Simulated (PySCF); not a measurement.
# Löwdin shares of the frontier orbitals

H6PSSi (charge +1).
SMILES with atom numbers: `[PH3+:1][SiH2:2][SH:3]` (hydrogens: H4, H5, H6 on P1; H7, H8 on Si2; H9 on S3)

Structure used (PBE0-D3(BJ)/def2-SVP), in Å, numbered top down from 1:
```xyz
9
H6PSSi angstrom
P     -1.643    0.005    0.050
Si     0.685   -0.132   -0.217
S      1.487    1.509    0.826
H     -2.147    1.256   -0.372
H     -2.052   -0.106    1.398
H     -2.423   -0.953   -0.641
H      0.798    0.031   -1.684
H      0.970   -1.479    0.333
H      1.579    0.848    2.004
```

Method used: PySCF, TDDFT CAM-B3LYP/def2-SVPD, vertical, gas phase, core orbitals frozen in the response.

Frontier orbitals with the atoms that hold most of them (Löwdin shares over 4%, at most four atoms; ? is withheld):

| orbital | ε (eV) | atoms |
| --- | --- | --- |
| HOMO-3 | -16.88 | P1 36%, Si2 28%, H8 12%, S3 8% |
| HOMO-2 | -16.61 | Si2 37%, H7 31%, S3 14%, H8 6% |
| HOMO-1 | -15.62 | S3 63%, Si2 19%, H8 9%, H9 6% |
| HOMO | -13.68 | ? |
| LUMO | ? | ? |
| LUMO+1 | -4.22 | Si2 33%, P1 24%, S3 10%, H5 8% |
| LUMO+2 | -4.09 | P1 46%, Si2 14%, H4 13%, H5 12% |

(1) Give the leading atoms of the LUMO.

(2) Give the leading atoms of the HOMO.

(3) What is the LUMO energy, and the HOMO–LUMO gap?

Results:

(1) P1 (bonded to Si and 3 H) 35%; S3 (bonded to Si and H) 19%; Si2 (bonded to P, S and 2 H) 19%; H6 (bonded to P) 12%.

(2) S3 (bonded to Si and H) 74%; Si2 (bonded to P, S and 2 H) 10%; P1 (bonded to Si and 3 H) 6%; H9 (bonded to S) 6%.

(3) ε(LUMO) = -4.47 eV; the gap is 9.22 eV (0.3388 hartree).

Q: How does S1 compare with the orbital gap of 9.22 eV?

A: S1 is at 5.86 eV (f = 0.034), 3.36 eV below the gap, made of HOMO→LUMO (86%). Without the coupling terms of the response equations the lowest excitation would equal the gap.

Q: One configuration dominates each of S1, S3 and S8. Which, and how do the shares of the two leading atoms of either orbital change from the occupied to the empty one?

A: 
- S1 (5.86 eV, f 0.034), HOMO→LUMO (86%): S3 74% → 19%, Si2 10% → 19%, P1 6% → 35%
- S3 (6.47 eV, f 0.076), HOMO→LUMO+1 (79%): S3 74% → 10%, Si2 10% → 33%, P1 6% → 24%
- S8 (8.12 eV, f 0.0096), HOMO-1→LUMO+1 (84%): S3 63% → 10%, Si2 19% → 33%, P1 at most 4% → 24%

One conformer stands for the species.
